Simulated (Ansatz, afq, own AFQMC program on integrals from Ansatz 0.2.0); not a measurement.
# BNH2 (triplet): quantum Monte Carlo beside coupled cluster at scale of all distances = 1.000, cc-pVDZ

How near does AFQMC come to the top of the ladder for BNH2 (triplet)?

Computed with Ansatz 0.2.0, Gaussian basis, and an in-house AFQMC program (afq) on its integrals; all values are calculated. Level: cc-pVDZ, frozen cores.

Plan: PBE (unrestricted); r2SCAN (unrestricted); PBE0 (unrestricted); B3LYP (unrestricted); wB97M-V (unrestricted); B2PLYP (unrestricted); CCSD(T) on UHF; CCSDT(Q) on UHF; Phaseless AFQMC, CISD trial on UHF; Phaseless AFQMC, single-determinant trial on UHF; Free-projection AFQMC, CISD trial on UHF.

9 further runs of the same task are left out: 1 that didn't finish, 8 set aside as unsound or not needed.

**1. What is computed**

The geometry derives from a PBE0/def2-TZVP stationary point (not a proven minimum). All distances are scaled together.

4 atoms, charge 0, spin multiplicity 3.

Atoms are counted from 1 here; the program's logs count them from 0.

Bond lengths: B1–N2 1.367 Å, N2–H3 1.012 Å, N2–H4 1.012 Å. Angles: B1–N2–H3 123.8°, B1–N2–H4 123.8°, H3–N2–H4 112.4°.

**2. PBE (unrestricted)**

Contents of in.yaml:

```yaml
crystal:
  periodic: [false, false, false]
  atoms:
    - {symbol: B, position_ang: [0.000000, 0.000000, 0.858848]}
    - {symbol: N, position_ang: [0.000000, 0.000000, -0.508608]}
    - {symbol: H, position_ang: [0.000000, -0.840950, -1.072031]}
    - {symbol: H, position_ang: [0.000000, 0.840950, -1.072031]}
basis:
  gaussian: {orbitals: cc-pVDZ}
magnetization: {spin_polarized: true, initial_magnetization: 2}
hamiltonian: {xc: {name: PBE}}
output: {orbitals: {seedname: orbitals}}
```

The run is started by

```bash
> ansatz run in.yaml --threads 1 --pin off --events-out ev --progress --plain --max-ram 1382MiB
```

What it wrote:

```text
Functional definition: PBE
  name "PBE"
  cite "Perdew, Burke & Ernzerhof, Phys. Rev. Lett. 77, 3865 (1996) doi:10.1103/PhysRevLett.77.3865"
  parent pbe
  parameter kappa = 0.804
  parameter beta = 0.06672455060314922
  exchange = pbe_x(kappa = kappa, mu = beta*pi^2/3)
  correlation = pbe_c(beta = beta)
468 factors; their error is unknown
mean field evaluation 1: about -2185.8126 eV, gradient 4.0e1 eV
mean field evaluation 2: about -2160.3050 eV, gradient 7.7e1 eV
mean field evaluation 4: about -2192.1522 eV, gradient 3.8e0 eV
mean field evaluation 8: about -2192.2431 eV, gradient 3.9e-2 eV
mean field evaluation 16: about -2192.2226 eV, gradient 5.3e-5 eV
mean field -2192.22259580 eV, -80.5626944539 hartree, gradient 5.3e-5 eV, S^2 2.011162; 0 other end points of the search recorded, 0 dependent functions left out
reference -2192.22262441 eV, -80.5626955050 hartree; 8, 6 occupied and 30, 32 virtual orbitals, 468 factors
Total energy: -2192.22262441 eV, -80.5626955050 hartree
```

Run time: 0.3 s. Hardware: 1 thread of AMD EPYC 9R45 (Zen 5), shared host.

From the report: ⟨S²⟩ of the determinant 2.011 (pure triplet: 2.00).

**3. r2SCAN (unrestricted)**

Changes to in.yaml since step 2:

```diff
@@ -10,3 +10,2 @@
 magnetization: {spin_polarized: true, initial_magnetization: 2}
-hamiltonian: {xc: {name: PBE}}
-output: {orbitals: {seedname: orbitals}}
+hamiltonian: {xc: {name: r2SCAN}}
```

Launched as before.

What it wrote:

```text
Functional definition: r2SCAN
  name "r2SCAN"
  cite "Furness, Kaplan, Ning, Perdew & Sun, J. Phys. Chem. Lett. 11, 8208 (2020) doi:10.1021/acs.jpclett.0c02405"
  cite "Furness, Kaplan, Ning, Perdew & Sun, J. Phys. Chem. Lett. 11, 9248 (2020) doi:10.1021/acs.jpclett.0c03077"
  parent r2scan
  parameter k0 = 0.174
  parameter k1 = 0.065
  parameter a1 = 4.9479
  exchange = r2scan_x(k0 = k0, k1 = k1, a1 = a1)
  correlation = r2scan_c
468 factors; their error is unknown
mean field evaluation 1: about -2188.7248 eV, gradient 3.7e1 eV
mean field evaluation 2: about -2173.4474 eV, gradient 6.4e1 eV
mean field evaluation 4: about -2194.1091 eV, gradient 2.3e0 eV
mean field evaluation 8: about -2194.1399 eV, gradient 5.4e-2 eV
mean field evaluation 16: about -2194.1193 eV, gradient 1.1e-5 eV
mean field -2194.11931232 eV, -80.6323975003 hartree, gradient 1.1e-5 eV, S^2 2.013605; 0 other end points of the search recorded, 0 dependent functions left out
reference -2194.11932149 eV, -80.6323978371 hartree; 8, 6 occupied and 30, 32 virtual orbitals, 468 factors
Total energy: -2194.11932149 eV, -80.6323978371 hartree
```

Wall time 0.54 s (1 thread of AMD EPYC 9R45 (Zen 5), shared host).

From the report: ⟨S²⟩ of the determinant 2.014 (pure triplet: 2.00).

**4. PBE0 (unrestricted)**

Changes to in.yaml since step 3:

```diff
@@ -10,2 +10,3 @@
 magnetization: {spin_polarized: true, initial_magnetization: 2}
-hamiltonian: {xc: {name: r2SCAN}}
+hamiltonian: {xc: {name: PBE0}}
+output: {orbitals: {seedname: orbitals}}
```

Launched as before.

What it wrote:

```text
Functional definition: PBE0
  name "PBE0"
  cite "Adamo & Barone, J. Chem. Phys. 110, 6158 (1999) doi:10.1063/1.478522"
  cite "Perdew, Burke & Ernzerhof, Phys. Rev. Lett. 77, 3865 (1996) doi:10.1103/PhysRevLett.77.3865"
  parent pbe
  parameter a = 0.25
  parameter kappa = 0.804
  parameter beta = 0.06672455060314922
  exchange = (1 - a)*pbe_x(kappa = kappa, mu = beta*pi^2/3) + a*exact_x
  correlation = pbe_c(beta = beta)
355 factors; integrals over basis functions are off by at most 1.3e-3 eV
mean field evaluation 1: about -2188.3133 eV, gradient 3.2e1 eV
mean field evaluation 2: about -2182.2849 eV, gradient 4.7e1 eV
mean field evaluation 4: about -2192.5413 eV, gradient 1.2e0 eV
mean field evaluation 8: about -2192.5491 eV, gradient 1.7e-2 eV
mean field -2192.54909739 eV, -80.5746931660 hartree, gradient 8.7e-5 eV, S^2 2.011413; 0 other end points of the search recorded, 0 dependent functions left out
reference -2192.54911921 eV, -80.5746939678 hartree; 8, 6 occupied and 30, 32 virtual orbitals, 355 factors
Total energy: -2192.54911921 eV, -80.5746939678 hartree
```

It took 0.3 s on 1 thread of AMD EPYC 9R45 (Zen 5), shared host.

From the report: ⟨S²⟩ of the determinant 2.011 (pure triplet: 2.00).

**5. B3LYP (unrestricted)**

Changes to in.yaml since step 4:

```diff
@@ -10,3 +10,2 @@
 magnetization: {spin_polarized: true, initial_magnetization: 2}
-hamiltonian: {xc: {name: PBE0}}
-output: {orbitals: {seedname: orbitals}}
+hamiltonian: {xc: {name: B3LYP}}
```

The command is unchanged.

What it wrote, shortened:

```text
Functional definition: B3LYP
  name "B3LYP"
  cite "Stephens, Devlin, Chabalowski & Frisch, J. Phys. Chem. 98, 11623 (1994) doi:10.1021/j100096a001"
  cite "Becke, Phys. Rev. A 38, 3098 (1988) doi:10.1103/PhysRevA.38.3098"
  cite "Lee, Yang & Parr, Phys. Rev. B 37, 785 (1988) doi:10.1103/PhysRevB.37.785"
  cite "Vosko, Wilk & Nusair, Can. J. Phys. 58, 1200 (1980) doi:10.1139/p80-159"
[...]
355 factors; integrals over basis functions are off by at most 1.3e-3 eV
[...]
mean field -2195.27444850 eV, -80.6748479719 hartree, gradient 6.6e-5 eV, S^2 2.006449; 0 other end points of the search recorded, 0 dependent functions left out
reference -2195.27462770 eV, -80.6748545574 hartree; 8, 6 occupied and 30, 32 virtual orbitals, 355 factors
Total energy: -2195.27462770 eV, -80.6748545574 hartree
```

Wall time 0.3 s (1 thread of AMD EPYC 9R45 (Zen 5), shared host).

From the report: ⟨S²⟩ of the determinant 2.006 (pure triplet: 2.00).

**6. wB97M-V (unrestricted)**

Changes to in.yaml since step 5:

```diff
@@ -10,2 +10,3 @@
 magnetization: {spin_polarized: true, initial_magnetization: 2}
-hamiltonian: {xc: {name: B3LYP}}
+hamiltonian: {xc: {name: wB97M-V}}
+output: {orbitals: {seedname: orbitals}}
```

Launched as before.

What it wrote, shortened:

```text
Functional definition: wB97M-V
  name "wB97M-V"
  cite "Mardirossian & Head-Gordon, J. Chem. Phys. 144, 214110 (2016) doi:10.1063/1.4952647"
  cite "Becke, J. Chem. Phys. 107, 8554 (1997) doi:10.1063/1.475007"
  cite "Vydrov & Van Voorhis, J. Chem. Phys. 133, 244103 (2010) doi:10.1063/1.3521275"
  # Of w^i u^j: cxij and so on, Table III.
[...]
  gx(w, u) = 1 - cx + cx01*u + cx10*w
  gss(w, u) = css00 + css04*u^4 + css10*w + css20*w^2 + css43*w^4*u^3
  gos(w, u) = cos00 + cos10*w + (cos20 + cos21*u)*w^2 + (cos60 + cos61*u)*w^6
[...]
      + integral(e_c_pw_mod_opposite_spin*gos(b97_w_opposite, b97_u_opposite)) + vv10(b, c)
355 factors; integrals over basis functions are off by at most 1.3e-3 eV
116 factors; integrals over basis functions are off by at most 4.3e-6 eV
[...]
mean field -2194.00753535 eV, -80.6282897725 hartree, gradient 4.3e-5 eV, S^2 2.009148; 0 other end points of the search recorded, 0 dependent functions left out
reference -2194.00756417 eV, -80.6282908316 hartree; 8, 6 occupied and 30, 32 virtual orbitals, 355 factors
Total energy: -2194.00756417 eV, -80.6282908316 hartree
```

It took 1.1 s on 1 thread of AMD EPYC 9R45 (Zen 5), shared host.

From the report: ⟨S²⟩ of the determinant 2.009 (pure triplet: 2.00).

**7. B2PLYP (unrestricted)**

Changes to in.yaml since step 6:

```diff
@@ -10,3 +10,3 @@
 magnetization: {spin_polarized: true, initial_magnetization: 2}
-hamiltonian: {xc: {name: wB97M-V}}
-output: {orbitals: {seedname: orbitals}}
+hamiltonian: {xc: {name: B2PLYP}}
+correlation: {electrons: outside_noble_gas}
```

Launched as before.

What it wrote, shortened:

```text
Functional definition: B2PLYP
  name "B2PLYP"
  cite "Grimme, J. Chem. Phys. 124, 034108 (2006) doi:10.1063/1.2148954"
  cite "Becke, Phys. Rev. A 38, 3098 (1988) doi:10.1103/PhysRevA.38.3098"
  cite "Lee, Yang & Parr, Phys. Rev. B 37, 785 (1988) doi:10.1103/PhysRevB.37.785"
[...]
355 factors; integrals over basis functions are off by at most 1.3e-3 eV
[...]
mean field -2190.90961997 eV, -80.5144434821 hartree, gradient 9.5e-6 eV, S^2 2.008924; 0 other end points of the search recorded, 0 dependent functions left out
2 core orbitals not correlated: weight in the atoms' cores, before any rotation towards them, 1.000 or more for the frozen orbitals, at most 0.000 for the correlated occupied ones
reference -2190.90973495 eV, -80.5144477073 hartree; 6, 4 occupied and 30, 32 virtual orbitals, 355 factors
second order -7.09404134 eV of doubles, -0.00000000 eV of singles
Total energy: -2192.82512611 eV, -80.5848370342 hartree
```

Wall time 0.36 s (1 thread of AMD EPYC 9R45 (Zen 5), shared host).

From the report: ⟨S²⟩ of the determinant 2.009 (pure triplet: 2.00).

**8. CCSD(T) on UHF**

Changes to in.yaml since step 7:

```diff
@@ -10,3 +10,2 @@
 magnetization: {spin_polarized: true, initial_magnetization: 2}
-hamiltonian: {xc: {name: B2PLYP}}
-correlation: {electrons: outside_noble_gas}
+correlation: {method: ccsd_t, electrons: outside_noble_gas, hamiltonian_folder: ham}
```

Same command.

What it wrote, shortened:

```text
Functional definition: HF
  name "HF"
  cite "Fock, Z. Phys. 61, 126 (1930) doi:10.1007/BF01340294"
  parent pbe
[...]
355 factors; integrals over basis functions are off by at most 1.3e-3 eV
[...]
mean field -2182.57865849 eV, -80.2082862946 hartree, gradient 2.1e-6 eV, S^2 2.022010; 1 other end points of the search recorded, 0 dependent functions left out
determinant -2182.57865849 eV, -80.2082862946 hartree, with singles and doubles -2188.82705111 eV, -80.4379104881 hartree
determinant -2180.85917001 eV, -80.1450962585 hartree, with singles and doubles -2186.92548797 eV, -80.3680293317 hartree
2 core orbitals not correlated: weight in the atoms' cores, before any rotation towards them, 1.000 or more for the frozen orbitals, at most 0.000 for the correlated occupied ones
reference -2182.57865849 eV, -80.2082862946 hartree; 6, 4 occupied and 30, 32 virtual orbitals, 355 factors
second order -5.74896606 eV of doubles, -0.00000000 eV of singles
cycle   1  -6.24868036 eV  change   -2.9e-4 eV  update   9.1e-4
[...]
cycle   7  -6.24914624 eV  change    6.6e-6 eV  update   2.2e-6
perturbative correction -0.17257377 eV, -0.0063419690 hartree
Total energy: -2189.00037850 eV, -80.4442801520 hartree
```

Wall time 0.57 s (1 thread of AMD EPYC 9R45 (Zen 5), shared host).

From the report: ⟨S²⟩ of the determinant 2.022 (pure triplet: 2.00); correlation -6.4217 eV; T1 0.017; largest double amplitude 0.06.

This run also writes the integrals to the folder ham.

**9. CCSDT(Q) on UHF**

Changes to in.yaml since step 8:

```diff
@@ -10,2 +10,2 @@
 magnetization: {spin_polarized: true, initial_magnetization: 2}
-correlation: {method: ccsd_t, electrons: outside_noble_gas, hamiltonian_folder: ham}
+correlation: {method: ccsdt_q, electrons: outside_noble_gas}
```

Same command.

What it wrote, shortened:

```text
Functional definition: HF
  name "HF"
  cite "Fock, Z. Phys. 61, 126 (1930) doi:10.1007/BF01340294"
  parent pbe
[...]
717 factors; integrals over basis functions are off by at most 2.2e-7 eV
[...]
mean field -2182.57868154 eV, -80.2082871415 hartree, gradient 2.1e-6 eV, S^2 2.022010; 1 other end points of the search recorded, 0 dependent functions left out
determinant -2182.57868154 eV, -80.2082871415 hartree, with singles and doubles -2188.82706107 eV, -80.4379108539 hartree
determinant -2180.85919973 eV, -80.1450973505 hartree, with singles and doubles -2186.92550291 eV, -80.3680298806 hartree
2 core orbitals not correlated: weight in the atoms' cores, before any rotation towards them, 1.000 or more for the frozen orbitals, at most 0.000 for the correlated occupied ones
reference -2182.57868154 eV, -80.2082871415 hartree; 6, 4 occupied and 30, 32 virtual orbitals, 717 factors
second order -5.74897497 eV of doubles, -0.00000000 eV of singles
cycle   1  -6.02727657 eV  change   -2.8e-1 eV  update   6.5e-2
[...]
cycle  16  -6.43899478 eV  change    4.5e-7 eV  update   6.8e-7
perturbative correction -0.01450511 eV, -0.0005330531 hartree
Total energy: -2189.03218143 eV, -80.4454488882 hartree
```

Wall time 6 s (1 thread of AMD EPYC 9R45 (Zen 5), shared host); peak memory 0.25 GiB.

From the report: ⟨S²⟩ of the determinant 2.022 (pure triplet: 2.00); correlation -6.4535 eV; T1 0.018; largest double amplitude 0.07.

**10. Phaseless AFQMC, CISD trial on UHF**

It reads the integrals that the CCSD(T) run on this determinant wrote.

The run is started by

```bash
> afq ham --method phaseless --trial cisd --walkers 60 --populations 1 --least-time 40 --time-step 0.005 --steps-per-block 50 --equilibration-blocks 28 --max-blocks 300 --target-error 0.00038 --factor-cut 1e-05 --start spin_pure --seed 6684 --release-times 0.24,0.51,0.99,1.62,2.4 --release-step 0.03 --release-every 4 --taylor-order 6
```

What it wrote:

```text
orbitals 36  electrons 6 4  factors 282 of 355
reference energy -80.20828629 Eh
CCSD correlation -0.22965186 Eh in 11 cycles, weight of the determinant in the CISD state 0.9132
energy of the start -80.437446 Eh
 block  time / (1/Eh)  mean weight  energy / Eh
     1     0.250  0.9987  -80.436634
     2     0.500  1.0012  -80.437432
     3     0.750  1.0000  -80.437826
     4     1.000  0.9975  -80.439608
     5     1.250  1.0016  -80.439547
     6     1.500  1.0016  -80.442409
     7     1.750  1.0006  -80.448781
     8     2.000  1.0021  -80.448989
     9     2.250  0.9984  -80.443366
    10     2.500  1.0009  -80.441513
    17     4.250  0.9985  -80.452042
    25     6.250  0.9985  -80.445329
    33     8.250  0.9986  -80.469849
    41    10.250  1.0009  -80.440459
    49    12.250  1.0004  -80.448546
    57    14.250  0.9976  -80.445933
    65    16.250  1.0015  -80.442745
    73    18.250  0.9997  -80.443992
    81    20.250  1.0003  -80.445323
    89    22.250  1.0001  -80.446181
    97    24.250  1.0013  -80.438712
   105    26.250  1.0000  -80.443052
   113    28.250  0.9989  -80.442879
   121    30.250  0.9988  -80.447421
   129    32.250  1.0000  -80.440776
   137    34.250  0.9982  -80.444937
   145    36.250  1.0003  -80.448445
   153    38.250  1.0034  -80.442468
   161    40.250  1.0020  -80.439168
   169    42.250  0.9996  -80.439716
   177    44.250  1.0005  -80.440817
   185    46.250  1.0013  -80.441634
   193    48.250  0.9973  -80.449378
   201    50.250  0.9994  -80.439962
   209    52.250  1.0012  -80.448833
   217    54.250  0.9985  -80.448278
   225    56.250  1.0025  -80.443606
   233    58.250  0.9995  -80.447215
   241    60.250  0.9969  -80.445354
   249    62.250  0.9989  -80.442135
   257    64.250  0.9980  -80.445424
   265    66.250  0.9998  -80.442506
   273    68.250  0.9992  -80.447184
   281    70.250  0.9985  -80.449090
   289    72.250  1.0006  -80.443802
   297    74.250  1.0005  -80.449998
   305    76.250  0.9995  -80.441616
   313    78.250  1.0004  -80.448468
   321    80.250  1.0000  -80.450142
blocks merged  error / Eh  count
     1  0.000263  300
     2  0.000308  150
     4  0.000330  75
     8  0.000387  37
    16  0.000395  18
    32  0.000306  9
released: time / (1/Eh)  energy / Eh  error  mean overlap
  0.24  -80.445591  0.000468  0.9978
  0.51  -80.445473  0.000407  0.9931
  0.99  -80.445322  0.000338  0.9996
  1.62  -80.446151  0.000381  0.9929
  2.40  -80.445357  0.000440  0.9942
energy -80.444928 +/- 0.000395 Eh
```

Wall time 3.7 min (1 thread of AMD EPYC 9R45 (Zen 5), shared host).

Energy -2189.0180 ± 0.0107 eV. Caveats: constraint bias not in the error.

**11. Phaseless AFQMC, single-determinant trial on UHF**

It reads the integrals that the CCSD(T) run on this determinant wrote.

The run is started by

```bash
> afq ham --method phaseless --trial hf --walkers 120 --populations 1 --least-time 40 --time-step 0.005 --steps-per-block 20 --equilibration-blocks 112 --max-blocks 600 --target-error 0.00114 --factor-cut 1e-05 --start spin_pure --seed 8036 --taylor-order 6
```

What it wrote:

```text
orbitals 36  electrons 6 4  factors 282 of 355
reference energy -80.20828629 Eh
CCSD correlation -0.22965186 Eh in 11 cycles, weight of the determinant in the CISD state 0.9132
energy of the start -80.208816 Eh
 block  time / (1/Eh)  mean weight  energy / Eh
     1     0.100  1.0031  -80.274698
     2     0.200  1.0009  -80.317863
     3     0.300  1.0029  -80.346540
     4     0.400  1.0029  -80.359981
     5     0.500  1.0032  -80.359158
     6     0.600  1.0009  -80.384458
     7     0.700  1.0034  -80.383340
     8     0.800  1.0008  -80.408603
     9     0.900  1.0028  -80.402206
    10     1.000  1.0006  -80.422759
    18     1.800  1.0019  -80.457909
    35     3.500  0.9988  -80.441425
    52     5.200  0.9998  -80.478460
    69     6.900  1.0008  -80.445713
    86     8.600  0.9996  -80.529460
   103    10.300  1.0019  -80.495319
   120    12.000  0.9998  -80.420720
   137    13.700  0.9996  -80.479189
   154    15.400  1.0013  -80.450221
   171    17.100  1.0011  -80.409601
   188    18.800  1.0015  -80.452605
   205    20.500  1.0011  -80.420591
   222    22.200  1.0025  -80.474351
   239    23.900  0.9999  -80.478522
   256    25.600  1.0006  -80.451711
   273    27.300  0.9998  -80.449902
   290    29.000  0.9972  -80.434867
   307    30.700  0.9984  -80.434941
   324    32.400  1.0035  -80.441931
   341    34.100  1.0010  -80.427759
   358    35.800  1.0005  -80.432280
   375    37.500  0.9989  -80.436660
   392    39.200  1.0036  -80.505681
   409    40.900  0.9984  -80.457392
   426    42.600  1.0012  -80.459791
   443    44.300  0.9988  -80.419420
   460    46.000  0.9985  -80.458775
   477    47.700  1.0007  -80.425262
   494    49.400  0.9997  -80.447887
   511    51.100  0.9989  -80.463355
   528    52.800  1.0009  -80.453032
   545    54.500  0.9990  -80.462818
   562    56.200  0.9992  -80.411582
   579    57.900  0.9990  -80.452571
   596    59.600  0.9978  -80.511329
   613    61.300  1.0002  -80.441230
   630    63.000  1.0025  -80.441924
   647    64.700  1.0012  -80.476806
   664    66.400  0.9989  -80.452792
   681    68.100  1.0015  -80.433553
   698    69.800  1.0013  -80.440798
blocks merged  error / Eh  count
     1  0.000937  600
     2  0.001241  300
     4  0.001607  150
     8  0.002041  75
    16  0.002416  37
    32  0.002208  18
    64  0.002155  9
energy -80.447624 +/- 0.002416 Eh
```

It took 2.2 min on 1 thread of AMD EPYC 9R45 (Zen 5), shared host.

Energy -2189.0914 ± 0.0657 eV. Caveats: constraint bias not in the error; error above the target.

**12. Free-projection AFQMC, CISD trial on UHF**

It reads the integrals that the CCSD(T) run on this determinant wrote.

The run is started by

```bash
> afq ham --method free --trial cisd --walkers 60 --time-step 0.03 --max-blocks 80 --target-error 0.00038 --factor-cut 1e-05 --seed 9075 --times 0,0.21,0.42,0.81,1.2,1.8,2.4,3 --taylor-order 8
```

What it wrote:

```text
orbitals 36  electrons 6 4  factors 282 of 355
reference energy -80.20828629 Eh
CCSD correlation -0.22965186 Eh in 11 cycles, weight of the determinant in the CISD state 0.9132
repeat  energy at the last time / Eh  error
    10  -80.447862  0.001842
    20  -80.446369  0.001095
    30  -80.445107  0.000897
    40  -80.444462  0.000714
    50  -80.444473  0.000594
    60  -80.444619  0.000528
    70  -80.444405  0.000481
    80  -80.444370  0.000440
time / (1/Eh)  energy / Eh  error  mean overlap
  0.00  -80.437956  0.000159  1.0949
  0.21  -80.441741  0.000202  1.0972
  0.42  -80.443531  0.000214  1.0940
  0.81  -80.444212  0.000231  1.1054
  1.20  -80.444922  0.000269  1.1020
  1.80  -80.445306  0.000311  1.0999
  2.40  -80.445269  0.000434  1.0897
  3.00  -80.444370  0.000440  1.1137
energy -80.444370 +/- 0.000440 Eh
```

Run time: 1.9 min. Hardware: 1 thread of AMD EPYC 9R45 (Zen 5), shared host.

Energy -2189.0028 ± 0.0120 eV. Caveats: remainder of the start not in the error.

**13. All levels side by side**

On the UHF determinant, counted from CCSDT(Q) (a yardstick, not exact):

| level | energy (eV) | from CCSDT(Q) (kJ/mol) | statistical error (kJ/mol) | time |
| --- | --- | --- | --- | --- |
| HF | -2182.5787 | +622.7 |  |  |
| MP2 | -2188.3276 | +68.0 |  |  |
| CCSD | -2188.8278 | +19.7 |  |  |
| CCSD(T) | -2189.0004 | +3.1 |  |  |
| CCSDT(Q) | -2189.0322 | 0.0 |  |  |
| Phaseless AFQMC, CISD trial, step 0.005, 60 walkers | -2189.0180 | +1.4 | 1.0 | 3.7 min |
| Phaseless AFQMC, single-determinant trial, step 0.005, 120 walkers | -2189.0914 | -5.7 | 6.3 | 2.2 min |
| Free-projection AFQMC, CISD trial, step 0.03, 60 walkers | -2189.0028 | +2.8 | 1.2 | 1.9 min |

The functionals' totals stand on their own zeros and serve differences with other points: PBE -2192.223 eV; r2SCAN -2194.119 eV; PBE0 -2192.549 eV; B3LYP -2195.275 eV; wB97M-V -2194.008 eV; B2PLYP -2192.825 eV.

**14. Results**

```
                                                      quantity              value
                                  CCSD(T) on UHF from CCSDT(Q)        +3.1 kJ/mol
              Phaseless AFQMC, CISD trial on UHF from CCSDT(Q)  +1.4 ± 1.0 kJ/mol
Phaseless AFQMC, single-determinant trial on UHF from CCSDT(Q)  -5.7 ± 6.3 kJ/mol
        Free-projection AFQMC, CISD trial on UHF from CCSDT(Q)  +2.8 ± 1.2 kJ/mol
```

On UHF the phaseless walk with the CISD trial lies +1.4 kJ/mol from CCSDT(Q), within three error bars. Free projection has no constraint; at the last time it gives +2.8 ± 1.2 kJ/mol, and from a start that isn't spin pure other spins can mix in. Error bars are statistical and leave out the constraint, the time step and what remains of the start.
